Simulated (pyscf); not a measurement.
Single points on ωB97X-D3(BJ)/def2-SVP structures (PySCF, gas phase).

Task: Estimate the classical barrier height and the reaction energy of H₂N–GeH₃ (SMILES [NH2][GeH3]) + H₂ (SMILES [H][H]) -> GeH₄ (SMILES [GeH4]) + NH₃ (SMILES N) at ωB97M-D3(BJ)/def2-TZVP. The step runs on the singlet surface, breaks Ge–N, H–H and forms Ge–H, H–N; take the separated reactants as zero.

Result: ΔE‡ = 1.93 eV, ΔE = -0.29 eV. Zero-point energy shifts the barrier by +0.10 eV. It is a four-centre exchange, with an imaginary mode of 1368i cm⁻¹. This is the saddle that the search found; another between the same sides may lie lower. Elements up to Kr have no core potential and no relativistic terms here.
